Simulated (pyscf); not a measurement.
One substitution at C on the doublet surface with elements of a group swapped. ωB97M-D3(BJ)/def2-TZVP, eV, from the separated reactants. Single points on ωB97X-D3(BJ)/def2-SVP structures (PySCF, gas phase).

```tsv
step	barrier	reaction energy	imaginary mode (i cm⁻¹)
CH₄ + [H₃C–Al–CH₃]• -> H₃C–Al(CH₃)–CH₃ + H•	2.07	+1.07	1778
CH₄ + [H₃C–Ga–CH₃]• → H₃C–Ga(CH₃)–CH₃ + H•	?	?	1634
```

Problem. Complete the blanks.

Solution. 
- CH₄ + [H₃C–Ga–CH₃]• → H₃C–Ga(CH₃)–CH₃ + H•, barrier: 2.33
- CH₄ + [H₃C–Ga–CH₃]• → H₃C–Ga(CH₃)–CH₃ + H•, reaction energy: +1.46

Each row is the saddle that its search found. Elements up to Kr have no core potential and no relativistic terms here.
